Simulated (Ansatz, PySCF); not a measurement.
This PySCF input computes a CAM-B3LYP/def2-TZVPD energy:

```python
from pyscf import gto, scf, dft

mol = gto.M(
    atom='''
    C    -0.00530785   -0.03292262   -1.25255471
    Si    0.00176161   -0.01626018    0.52594046
    H    -0.90647034    0.32687280   -1.75455355
    H     0.90272032    0.29878124   -1.76148183
    H     0.02469593    1.23745090    1.43148183
    H    -1.20807042   -0.70031235    1.12295762
    H     1.19430902   -0.73761443    1.11375772
    ''',
    basis='def2-tzvpd',
    charge=-1,
    spin=0,
    verbose=4,
)

mf = dft.RKS(mol, xc='camb3lyp').density_fit(auxbasis='def2-universal-jkfit')
mf.grids.level = 3
mf.conv_tol = 1e-9
mf.max_cycle = 100
mf.max_memory = 1500
mf.kernel()
if not mf.converged:
    mf = mf.newton()
    mf.kernel(mf.make_rdm1())
mf.analyze()
```

Problem. Write an input for the same energy in Ansatz (an electronic-structure program) and say what it gives.

Solution. 
Ansatz 0.2 input:
```yaml
crystal:
  periodic: [false, false, false]
  atoms:
    - {symbol: C, position_ang: [-0.00530785, -0.03292262, -1.25255471]}
    - {symbol: Si, position_ang: [0.00176161, -0.01626018, 0.52594046]}
    - {symbol: H, position_ang: [-0.90647034, 0.32687280, -1.75455355]}
    - {symbol: H, position_ang: [0.90272032, 0.29878124, -1.76148183]}
    - {symbol: H, position_ang: [0.02469593, 1.23745090, 1.43148183]}
    - {symbol: H, position_ang: [-1.20807042, -0.70031235, 1.12295762]}
    - {symbol: H, position_ang: [1.19430902, -0.73761443, 1.11375772]}
basis:
  gaussian:
    orbitals: def2-TZVPD
hamiltonian:
  xc: {name: CAM-B3LYP}
total_charge: -1
output: {forces: true}
```
It gives -330.57200 Eh, and PySCF -330.57205 Eh, a difference of 0.05 mEh, from the treatment of integrals and grids.

It need not be the lowest isomer of its formula. Whether it binds its extra electron was not tested at this geometry.
